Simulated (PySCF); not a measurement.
1,2,4-pentatriene, C₅H₆.
SMILES: `C=C=CC=C`

The closed-shell SCF was solved with PySCF and density fitting under several settings on one GFN2-xTB geometry (grid level 2 and gas phase unless stated).

```csv
settings,basis functions,SCF cycles,E (Eh),HOMO (eV),LUMO (eV),dipole (D)
"B97-D/ANO-RCC-VDZP, IEF-PCM methanol",100,14,-193.9682,-5.46,-1.30,0.33
OLYP/Sadlej pVTZ,174,15,-194.0171,-5.56,-1.50,0.24
```

Question: Estimate the rows for these settings: (1) CAM-B3LYP/def2-TZVP; (2) mPW1PW91/def2-TZVP.

Answer: 
```
           settings  basis functions  SCF cycles     E (Eh)  HOMO (eV)  LUMO (eV)  dipole (D)
CAM-B3LYP/def2-TZVP              191          12  -194.0128      -7.91       0.44        0.25
 mPW1PW91/def2-TZVP              191          13  -194.0779      -6.70      -0.68        0.24
```

Question: Over all rows, what range does the HOMO–LUMO gap span?

Answer: From 4.06 eV (OLYP/Sadlej pVTZ) to 8.35 eV (CAM-B3LYP/def2-TZVP). The functional of the narrowest has no exact exchange, that of the widest range-separated exact exchange.

Question: And the dipole moment?

Answer: From 0.24 D to 0.33 D; the largest is 1.38 times the smallest, and the median is 0.24 D.

Whole jobs, the steps after the SCF included, on one thread of an AMD EPYC 9R45, on a shared host:

```csv
settings,work after the SCF,wall time,peak memory
"B97-D/ANO-RCC-VDZP, IEF-PCM methanol","25 singlets by full TDDFT, 5 Tamm–Dancoff triplets, polarisability",5.3 s,0.51 GiB
OLYP/Sadlej pVTZ,"3 singlets by full TDDFT, 2 Tamm–Dancoff triplets, polarisability",13 s,0.49 GiB
CAM-B3LYP/def2-TZVP,"spin–spin couplings from 11 perturbed nuclei, spin–dipole term left out",9.4 s,0.82 GiB
mPW1PW91/def2-TZVP,"1 singlet by TDA, 2 Tamm–Dancoff triplets, polarisability",5.9 s,0.83 GiB
```

B97-D ran without the empirical dispersion term, which would shift the total energy alone. Cycle counts include a coarse-grid stage where the run had one. ANO-RCC sets were contracted for a scalar-relativistic Hamiltonian, but ran non-relativistically here. One conformer (not necessarily the lowest) at the GFN2-xTB geometry, without vibrations or thermal averaging.

The values belong to the conformer `[CH2:1]=[C:2]=[CH:3][CH:4]=[CH2:5]`: C2–C3–C4–C5 180°.
